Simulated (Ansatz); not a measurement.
Relaxation of AlF$_{2}$H$_{2}$ (5 atoms, charge 0, multiplicity 2), to a largest force component of 0.03 eV/Å in at most 50 steps.

All numbers below come from UKS B3LYP-D4/def2-SVP in Ansatz 0.2.0.

```xyz
5
Properties=species:S:1:pos:R:3:forces:R:3
Al 0.010 0.000 -0.074 0.08 0.00 -0.24
H -0.088 0.000 1.492 -0.01 0.00 0.75
H 1.357 0.000 -0.889 0.00 0.00 0.00
F -1.427 0.000 -0.908 -0.04 0.00 -0.03
F 0.036 0.000 3.594 -0.02 0.00 -0.49
```

Q: Where does it end, and by what steps?

A: The run converged. After 46 steps the energy has fallen by 2.516 eV; F5 moved furthest, 1.62 Å. Parted: Al1–H2 (1.57 → 2.16 Å). Joined: Al1–F5 (3.67 → 2.11 Å), H2–F5 (2.11 → 0.97 Å).

| step | energy less start (eV) | largest force component (eV/Å) | accepted |
| --- | --- | --- | --- |
| 0 | 0.0000 | 0.751 | yes |
| 2 | -0.3424 | 1.032 | yes |
| 4 | -1.5160 | 1.545 | yes |
| 6 | -1.7835 | 0.377 | yes |
| 8 | -1.8204 | 0.149 | yes |
| 10 | -1.8235 | 0.169 | yes |
| 12 | -1.8196 | 1.231 | no |
| 14 | -1.8368 | 0.674 | yes |
| 16 | -1.8545 | 0.209 | yes |
| 18 | -1.7085 | 3.172 | no |
| 20 | -1.8631 | 0.464 | yes |
| 22 | -1.8745 | 0.404 | yes |
| 24 | -1.9240 | 0.639 | yes |
| 26 | -2.0413 | 0.910 | yes |
| 28 | -2.2143 | 0.407 | yes |
| 30 | -2.1662 | 1.353 | no |
| 32 | -2.2588 | 0.165 | yes |
| 34 | -2.2185 | 2.628 | no |
| 36 | -2.3231 | 0.718 | yes |
| 38 | -2.4090 | 0.759 | yes |
| 40 | -2.4696 | 0.964 | no |
| 42 | -2.5090 | 0.200 | yes |
| 44 | -2.5148 | 0.173 | yes |
| 46 | -2.5155 | 0.009 | yes |

```xyz
5
Properties=species:S:1:pos:R:3
Al 0.172 0.664 -0.056
H -0.643 -0.318 1.686
H 1.443 -0.153 -0.596
F -1.240 -0.333 0.192
F 0.156 0.141 1.989
```

Time of the run: 45 s on 2 threads of Arm Neoverse V2, with other jobs on the host, peak memory 0.13 GiB.
